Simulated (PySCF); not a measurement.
Propene, C₃H₆, SMILES C=CC, point group Cs.

Level: PBE0/pcSseg-1 in PySCF (density fitting, grid level 2); geometry and Hessian at that level, cubic constants and property derivatives from steps of ±0.6 along each species' dimensionless normal coordinates, second-order vibrational perturbation theory. The parent has the commonest isotopes.

Equilibrium geometry (Å):

```tsv
atom	x	y	z
C1	1.3921	-0.0494	0.0830
C2	0.1322	-0.3135	0.4098
C3	-1.0733	0.2056	-0.2996
H4	1.6396	0.5925	-0.7627
H5	2.2250	-0.4639	0.6471
H6	-0.0585	-0.9635	1.2671
H7	-1.6910	-0.6178	-0.6813
H8	-1.7109	0.7861	0.3799
H9	-0.8010	0.8478	-1.1440
```

**Question.** Give the equilibrium and ground-state rotational constants (MHz) of parent; ²H at 9; ¹³C at 3; ¹³C at 3, ²H at 9; ²H at 4; ²H at 5.

**Answer.** 
```json
{"species": "parent", "Ae": "47076", "Be": "9321.2", "Ce": "8173.4", "A0": "46674", "B0": "9255.4", "C0": "8110.3", "Δ0 (u Å²)": "-3.119", "harmonic ZPE (cm⁻¹)": "17494"}
{"species": "²H at 9", "Ae": "41195", "Be": "9074.8", "Ce": "7794.7", "A0": "40849", "B0": "9011.2", "C0": "7736.5", "Δ0 (u Å²)": "-3.131", "harmonic ZPE (cm⁻¹)": "16800"}
{"species": "¹³C at 3", "Ae": "46948", "Be": "9063.4", "Ce": "7970.8", "A0": "46549", "B0": "9000.1", "C0": "7910", "Δ0 (u Å²)": "-3.118", "harmonic ZPE (cm⁻¹)": "17456"}
{"species": "¹³C at 3, ²H at 9", "Ae": "41161", "Be": "8839.2", "Ce": "7619", "A0": "40817", "B0": "8778.1", "C0": "7562.9", "Δ0 (u Å²)": "-3.131", "harmonic ZPE (cm⁻¹)": "16760"}
{"species": "²H at 4", "Ae": "40850", "Be": "9041.7", "Ce": "7757.9", "A0": "40500", "B0": "8983.4", "C0": "7700.4", "Δ0 (u Å²)": "-3.105", "harmonic ZPE (cm⁻¹)": "16817"}
{"species": "²H at 5", "Ae": "46747", "Be": "8561.4", "Ce": "7574.7", "A0": "46345", "B0": "8501.9", "C0": "7517.7", "Δ0 (u Å²)": "-3.123", "harmonic ZPE (cm⁻¹)": "16806"}
```

Δ0 = Ic − Ia − Ib from the ground-state constants.

**Question.** How is the parent's vibrational correction B0 − Be made up?

**Answer.** 
```
axis  harmonic  Coriolis  cubic  total (MHz)
   a       200      -325   -277         -402
   b      17.3       -10  -73.1        -65.8
   c      9.06     -6.55  -65.6          -63
```

**Question.** And its quartic centrifugal distortion constants from the harmonic force field?

**Answer.** Asymmetric top, A reduction, Ir representation: ΔJ = 6.07 kHz, ΔJK = -29.8 kHz, ΔK = 465 kHz, δJ = 1.18 kHz, δK = -23.4 kHz.

A mode lies under 250 cm⁻¹, where this perturbation treatment is rough. Internal rotors are held in one well.
